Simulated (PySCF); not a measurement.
# QCISD(T)/STO-3G run of BH2F (SMILES BF)

What is the energy change on altering one bond length of BH2F at QCISD(T)/STO-3G? Input form: a Python script.

Program for the calculation: PySCF 2.14.0.

7 further runs of the same task are left out: 7 set aside as unsound or not needed.

## (1) The molecule

BH2F has 4 atoms, charge 0, and is taken as a singlet. SMILES: `BF`. The coordinates come from a PBE0-D4/def2-TZVP relaxation.

Bond lengths: B1–F2 1.317 Å, B1–H3 1.197 Å, B1–H4 1.198 Å. Angles: F2–B1–H3 117.8°, F2–B1–H4 117.8°, H3–B1–H4 124.4°.

## (2) A single-point energy at QCISD(T)/STO-3G

Contents of input.xyz:

```xyz
4

B     -0.027300    -0.004000    -0.030800
F      1.061200    -0.296700     0.649900
H     -1.012500    -0.649100     0.186200
H      0.034200     0.889600    -0.825600
```

Contents of job.py:

```python
from pyscf import gto, scf, cc

molecule = gto.M(
    atom='input.xyz',
    spin=0,
    verbose=3,
    max_memory=1860,
    charge=0,
    basis='sto-3g',
)

myscf = scf.RHF(molecule)
myscf.conv_tol = 1e-10
myscf.kernel()
if not myscf.converged:
    myscf = myscf.newton().run(myscf.mo_coeff, myscf.mo_occ)

mycc = cc.QCISD(myscf, frozen=2)
mycc.kernel()
e_t = mycc.qcisd_t()
e_final = mycc.e_tot + e_t
print('E(%s) = %.9f' % ('QCISD(T)', e_final))
```

Launch:

```console
OMP_NUM_THREADS=1 python job.py
```

What it wrote:

```text
converged SCF energy = -123.601509943378
E(QCISD) = -123.6829059527185  E_corr = -0.0813960093408303
QCISD(T) correction = -0.00315956269513844
E(QCISD(T)) = -123.686065515
```

Run time: 0.79 s. Hardware: 1 thread of Arm Neoverse V1, shared host; peak memory 0.1 GiB.

## (3) The distorted shape at the same level

Contents of input.py:

```python
from pyscf import gto, cc

mol = gto.M(
    atom='B -0.076500 -0.718878 0.605038; F 1.012000 -1.011578 1.285738; H -1.061700 -1.363978 0.822038; H 0.034200 0.889600 -0.825600',
    charge=0,
    basis='sto-3g',
    max_memory=1860,
    verbose=3,
)

mf = mol.RHF()
mf.conv_tol = 1e-10
mf.kernel()
if not mf.converged:
    mf = mf.newton().run(mf.mo_coeff, mf.mo_occ)

mycc = cc.QCISD(mf, frozen=2)
mycc.kernel()
e_t = mycc.qcisd_t()
etot = mycc.e_tot + e_t
print('E = %.10f Eh' % etot)
```

Launch:

```console
OMP_NUM_THREADS=1 python input.py
```

What it wrote:

```text
converged SCF energy = -123.384712529229
E(QCISD) = -123.5315662643547  E_corr = -0.1468537351255181
QCISD(T) correction = -0.00593915702259607
E = -123.5375054214 Eh
```

Run time: 0.89 s. Hardware: 1 thread of Arm Neoverse V1, shared host; peak memory 0.12 GiB.

## (4) What came out

Level: QCISD(T)/STO-3G, 2 core orbitals frozen.

```
                                                         quantity          value
                                        first shape: total energy  -123.68607 Eh
                first shape: dipole moment (Hartree–Fock density)         0.20 D
                 first shape: HOMO energy (Hartree–Fock orbitals)      -10.94 eV
                 first shape: LUMO energy (Hartree–Fock orbitals)        7.50 eV
               first shape: HOMO–LUMO gap (Hartree–Fock orbitals)       18.43 eV
         first shape: correlation energy (2 core orbitals frozen)      -84.6 mEh
                                      first shape: (T) correction      -3.16 mEh
                                       first shape: T1 diagnostic          0.022
                                    distorted shape: total energy  -123.53751 Eh
            distorted shape: dipole moment (Hartree–Fock density)         1.00 D
             distorted shape: HOMO energy (Hartree–Fock orbitals)       -6.96 eV
             distorted shape: LUMO energy (Hartree–Fock orbitals)        6.10 eV
           distorted shape: HOMO–LUMO gap (Hartree–Fock orbitals)       13.06 eV
     distorted shape: correlation energy (2 core orbitals frozen)     -152.8 mEh
                                  distorted shape: (T) correction      -5.94 mEh
                                   distorted shape: T1 diagnostic          0.024
energy change with the B1–H4 bond stretched from 1.198 to 2.156 Å       4.043 eV
```

In words: With the B1–H4 bond stretched from 1.198 to 2.156 Å the energy rises by 4.04 eV (93 kcal/mol). The first shape isn't relaxed at this level, so the change isn't measured from a minimum. The minimal basis adds a large error of its own. The T1 diagnostic (first shape) of 0.022 is above the customary mark for such species, so a single reference may not serve. Mulliken charges (first shape) of the mean-field density run from -0.18 on F2 to +0.33 on B1. The triples (first shape) make up 3.7 % of the correlation energy. The T1 diagnostic (distorted shape) of 0.024 is above the customary mark for such species, so a single reference may not serve. The triples (distorted shape) make up 3.9 % of the correlation energy.
